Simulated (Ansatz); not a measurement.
Energy needed to pull apart B₂H₃S (SMILES B[B]S), doublet, into free ground-state atoms, from the structure below (displaced at random from a GFN2-xTB minimum); no zero-point or spin–orbit terms; open-shell atoms are treated unrestricted, in their ground-state multiplicity.

```
6
angstrom
B -1.0214 0.2409 -0.5629
B 0.1531 -0.2356 0.2731
S 1.4068 -0.8580 1.2669
H -1.2629 -0.2135 -1.6503
H -1.7214 1.1260 -0.2253
H 2.4699 -0.0966 0.8868
```

Ansatz 0.2.0; basis: def2-TZVPP; cores frozen in the correlated methods; orbitals are unrestricted. B3LYP uses VWN-RPA correlation.

```json
{"method": "PBE-D4", "atomization energy (kJ/mol)": "?"}
{"method": "BLYP-D4", "atomization energy (kJ/mol)": "1912"}
{"method": "r2SCAN-D4", "atomization energy (kJ/mol)": "1952"}
{"method": "PBE0-D4", "atomization energy (kJ/mol)": "1933"}
{"method": "B3LYP-D4", "atomization energy (kJ/mol)": "1920"}
{"method": "wB97M-V", "atomization energy (kJ/mol)": "1918"}
{"method": "HF", "atomization energy (kJ/mol)": "?"}
{"method": "MP2", "atomization energy (kJ/mol)": "1858"}
{"method": "CCSD", "atomization energy (kJ/mol)": "1802"}
{"method": "CCSD(T)", "atomization energy (kJ/mol)": "1828"}
```

What does HF give? (Judge from chemistry; the value comes from the calculation.)

The calculation gives: 1463 kJ/mol, which is about 366 kJ/mol less than CCSD(T)/def2-TZVPP.

What does PBE-D4 give? (To be estimated.)

By the calculation: 1960 kJ/mol, which is about 131 kJ/mol more than CCSD(T)/def2-TZVPP.

In triple zeta the MP2 and coupled-cluster atomization energies are still short of their basis limit by a few kcal/mol a bond, whereas those of the functionals are nearly converged, so these differences are not deviations from converged CCSD(T).

No T1 diagnostic of these runs exceeds 0.018. ⟨S²⟩ of the unrestricted Hartree–Fock references: 0.76 (a pure state has 0.75).

For scale, one of the runs: CCSD(T)/def2-TZVPP forces, 146 basis functions (an equivalent command: `ansatz run in.yaml --threads 4`). The run took 84 s on 4 CPU threads (shared host), with 3.6 GiB of host memory at its peak.
